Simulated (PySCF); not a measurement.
## Proton affinity of ethanamine, site by site

Molecule: ethanamine, `CCN` (C2H7N). Atom numbers as in the mapped SMILES `[CH3:1][CH2:2][NH2:3]`.

Level of theory: ωB97X-D3(BJ)/def2-TZVP single points in PySCF, grid level 2; every species was optimised with PBE0-D3(BJ)/def2-SVP. ωB97X-D3(BJ) is ωB97X-V with D3(BJ) in place of VV10. Zero-point and thermal terms (298.15 K, 1 bar) come from unscaled PBE0-D3(BJ)/def2-SVP harmonic frequencies, with soft modes damped to free rotors in the entropy.

| site | product | PA / kJ/mol | GB / kJ/mol |
| --- | --- | --- | --- |
| N3 (amine nitrogen) | `CC[NH3+]` | 923 | 892 |

PA is −ΔH and GB is −ΔG of B + H⁺ → BH⁺ in the gas phase. Sites whose products fell apart, merged with another or lost in a GFN2-xTB screen aren't listed.

Measured values (NIST Chemistry WebBook, evaluated or the median of agreeing entries): proton affinity (−ΔH) 912 kJ/mol (computed 923, difference 11); gas-phase basicity (−ΔG) 878 kJ/mol (computed 892, difference 14).
